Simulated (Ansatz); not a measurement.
Start from `COCCCl` and change one atom or group to get `COCOC`.

Ansatz, PBE0-D4/def2-TZVP geometries, multiplicity 1. Each molecule was computed in one conformer, which needn't be the lowest.

| property | `COCCCl` |
| --- | --- |
| HOMO–LUMO gap (ωB97M-V/def2-TZVPP) / eV | 12.56 |
| HOMO energy (PBE/def2-TZVPP) / eV | -6.15 |
| HOMO energy (B3LYP/def2-TZVPP) / eV | -7.47 |
| HOMO–LUMO gap (PBE0/def2-TZVPP) / eV | 8.38 |
| size of the dipole moment (B3LYP/def2-TZVPP) / D | 1.75 |
| LUMO energy (B3LYP/def2-TZVPP) / eV | 0.38 |

Q: Give the same properties after the change, and the shifts. (Estimate.)

A: The calculation gave: 
```
                                        property  `COCOC`  shift
         HOMO–LUMO gap (ωB97M-V/def2-TZVPP) / eV    13.24   0.68
               HOMO energy (PBE/def2-TZVPP) / eV    -6.23  -0.08
             HOMO energy (B3LYP/def2-TZVPP) / eV    -7.62  -0.15
            HOMO–LUMO gap (PBE0/def2-TZVPP) / eV     9.34   0.96
size of the dipole moment (B3LYP/def2-TZVPP) / D     0.23  -1.52
             LUMO energy (B3LYP/def2-TZVPP) / eV     1.13   0.75
```

With PBE0 the HOMO falls by 0.16 eV and the LUMO rises by 0.80 eV, so the gap widens by about 0.96 eV. PBE moves the HOMO by -0.08 eV and ωB97M-V by -0.23 eV. Dipoles are sizes alone; their direction can turn.

B3LYP here is the variant with VWN-RPA as its local correlation; programs differ in this.
